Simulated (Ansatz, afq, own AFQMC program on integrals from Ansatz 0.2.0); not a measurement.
**BSiH, singlet: AFQMC among the cluster methods**

```json
{"atom": "Si", "x (Å)": "0.0000", "y (Å)": "0.0000", "z (Å)": "1.6588"}
{"atom": "B", "x (Å)": "0.0000", "y (Å)": "0.0000", "z (Å)": "-0.2364"}
{"atom": "H", "x (Å)": "0.0000", "y (Å)": "0.0000", "z (Å)": "-1.4224"}
```

Connectivity, by distances: Si–BH.

Basis 6-31G. Only valence electrons are correlated. Ansatz 0.2.0 and our own AFQMC program on the same integrals; the CISD trial comes from CCSD amplitudes, and released means the phaseless constraint is let go. Uncertainties: one standard error, sampling alone.

Determinant: RHF, the one that the program's search chose, which needn't be the lowest solution. The geometry is a point of a scan.

Full CI on the same integrals is exact in this basis and with this determinant's frozen core.

Cautions: higher spins were not checked; restricted determinant unstable towards unrestricted (UHF 732 meV lower, ⟨S²⟩ 1.00); the CCSDT(Q) amplitudes may be one of several solutions (largest double 0.61); the CCSDTQ amplitudes may be one of several solutions (largest double 0.95); the released energies are still falling, so no released level is given (meV from the phaseless value at times in 1/Eh: -3 ± 3 at 0.24, -5.1 ± 2.5 at 0.51, -9.2 ± 2.1 at 0.99, -12.8 ± 2.1 at 1.62, -16 ± 3 at 2.40); the determinant fills πx and πy unequally, so it mixes two states of the linear molecule, and each level undoes that mixture to a different degree, while full CI gives the lower state, and by Hund's rule a triplet of that filling probably lies lower still; CCSDTQ on the UHF determinant differs (634 meV lower), perhaps since the unrestricted series falls towards higher spin.

```
T1 diagnostic                               : 0.0161
weight of the determinant in the CISD state : 0.875
size of the correlated space                : 8 electrons in 18 orbitals
```

Reference: full CI, correlation energy -3.286 eV. The cautions show a poor starting determinant, so the rows tell how each method copes with it here, and full CI is the sure value.

```json
{"level": "HF", "E − E(reference) (meV)": "3286.1", "share of correlation (%)": "0.00"}
{"level": "MP2", "E − E(reference) (meV)": "946.7", "share of correlation (%)": "71.19"}
{"level": "CCSD", "E − E(reference) (meV)": "198.9", "share of correlation (%)": "93.95"}
{"level": "CCSD(T)", "E − E(reference) (meV)": "107.8", "share of correlation (%)": "96.72"}
{"level": "CCSDT", "E − E(reference) (meV)": "52.5", "share of correlation (%)": "98.40"}
{"level": "CCSDT(Q)", "E − E(reference) (meV)": "13.3", "share of correlation (%)": "99.59"}
{"level": "CCSDTQ", "E − E(reference) (meV)": "2.3", "share of correlation (%)": "99.93"}
{"level": "ph-AFQMC/HF", "E − E(reference) (meV)": "102.6 ± 20.5", "share of correlation (%)": "96.88"}
{"level": "ph-AFQMC/CISD", "E − E(reference) (meV)": "89.9 ± 2.7", "share of correlation (%)": "97.26"}
```

CCSDT and higher add their correlation energy to the determinant of the CCSD(T) run, since their own runs factorise the integrals more tightly (a shift of under 2 meV).
